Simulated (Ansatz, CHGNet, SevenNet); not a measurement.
# Zinc-blende InP: properties by level of theory

Reference values: lattice constant a 5.858 Å (measured, static lattice: zero-point anharmonic expansion removed; as tabulated in Mejia-Rodriguez and Trickey (2018), arXiv:1807.09216); zone-centre TO phonon frequency 307 cm⁻¹ (measured, temperature not stated, no zero-point or thermal correction; as tabulated in Ioffe Institute, NSM Archive: InP, mechanic properties page); elastic constant C11 101 GPa (measured, temperature not stated, not corrected to a static lattice; as tabulated in Oses et al. (2018), arXiv:1811.08464); elastic constant C44 45.6 GPa (measured, temperature not stated, no zero-point or thermal correction; as tabulated in Oses et al. (2018), arXiv:1811.08464).

```
level (code)    lattice parameter a (Å)  TO(Γ) frequency (cm⁻¹)  elastic constant C11 (GPa)  elastic constant C44 (GPa)  polycrystal shear modulus (GPa)
--------------  -----------------------  ----------------------  --------------------------  --------------------------  -------------------------------
CHGNet-r²SCAN                     5.892                     142                           ?                           ?                             5.62
SevenNet-0                            ?                     274                        94.9                           ?                             31.0
HSE06 (Ansatz)                        ?                       ?                         101                           ?                             35.6
```

**Question.** Fill in the missing entries.

**Answer.** 
- CHGNet-r²SCAN, elastic constant C11 (GPa): 51.3
- CHGNet-r²SCAN, elastic constant C44 (GPa): 5.18
- SevenNet-0, lattice parameter a (Å): 5.957
- SevenNet-0, elastic constant C44 (GPa): 33.8
- HSE06 (Ansatz, a quantum-chemistry and plane-wave program), lattice parameter a (Å): 5.901
- HSE06 (Ansatz), TO(Γ) frequency (cm⁻¹): 300
- HSE06 (Ansatz), elastic constant C44 (GPa): 47.0

Differences from the reference values (errors of the level alone only where the reference is corrected to a static lattice):

| level | lattice constant a (%) | zone-centre TO phonon frequency (%) | elastic constant C11 (%) | elastic constant C44 (%) |
|---|---|---|---|---|
| CHGNet-r²SCAN | +0.58 | -54 | -49 | -89 |
| SevenNet-0 | +1.69 | -10.7 | -6.0 | -26 |
| HSE06 | +0.73 | -2.3 | 0.0 | +3.1 |

Nearest: lattice constant a, CHGNet-r²SCAN; zone-centre TO phonon frequency, not ranked (one source); elastic constant C11, not ranked (reference at room or unstated temperature); elastic constant C44, not ranked (reference at room or unstated temperature).

Machine-learned potentials (CHGNet-r²SCAN, SevenNet-0) are trained on DFT data: a solid inside that data is no test of them.

Ansatz's density-functional and Hartree–Fock values are scalar-relativistic unless marked +SOC, with PAW data made under PBE.

Differences are worked out from the printed values.
